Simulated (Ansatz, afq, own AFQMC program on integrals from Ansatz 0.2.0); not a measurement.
InH₃⁺, doublet: AFQMC among the cluster methods

```xyz
4

In    0.0000   -0.0249    0.0007
H     0.0000    3.0890   -0.0906
H     0.0000   -0.1910   -2.2021
H     0.0000   -0.0640    2.2093
```

Basis def2-SVP with its core potentials. Only valence electrons are correlated. AFQMC by an in-house program on the Cholesky factors that Ansatz 0.2.0 writes for its CCSD(T) run. The CISD trial takes its coefficients from CCSD amplitudes. Released means that phaseless walkers are propagated on without the constraint, phases kept. ± is one standard error of the sampling. No spin–orbit coupling.

Determinant: UHF, the one that the program's search chose, which needn't be the lowest solution. The geometry is a point of a scan.

Full CI on the same integrals is exact in this basis and with this determinant's frozen core.

Cautions: no spin-orbit coupling; inner d shell frozen; strong correlation (T1 0.116, weight of the determinant 0.73, largest double 0.17); unrestricted determinant spin contaminated (⟨S²⟩ 1.55 against 0.75); CCSD(T) is in doubt: in a space of 5 electrons in 8 natural orbitals full CI lies 105 meV below it; the released energies are still falling, so no released level is given (meV from the phaseless value at times in 1/Eh: 0.2 ± 2.4 at 0.24, -1.1 ± 2.0 at 0.51, -6.0 ± 1.8 at 0.99, -7.9 ± 1.8 at 1.62, -10.2 ± 1.1 at 2.40).

```
T1 diagnostic                               : 0.1161
weight of the determinant in the CISD state : 0.730
⟨S²⟩ of the determinant                     : 1.546
size of the correlated space                : 5 electrons in 32 orbitals
```

Reference: full CI, correlation energy -1.808 eV. The cautions show a poor starting determinant, so the rows tell how each method copes with it here, and full CI is the sure value.

```
        level  E − E(reference) (meV)  share of correlation (%)
           HF                  1808.1                      0.00
          MP2                  1035.8                     42.71
         CCSD                   176.7                     90.23
      CCSD(T)                    97.6                     94.60
        CCSDT                     5.6                     99.69
     CCSDT(Q)                    -0.2                    100.01
       CCSDTQ                     0.0                    100.00
ph-AFQMC/CISD              15.5 ± 4.8                     99.14
```

CCSDT and higher add their correlation energy to the determinant of the CCSD(T) run, since their own runs factorise the integrals more tightly (a shift of under 2 meV). A walk keeps the symmetry of its determinant, which the program's search chose and which needn't be the lowest solution, so a lower state of the same spin and another symmetry isn't excluded.
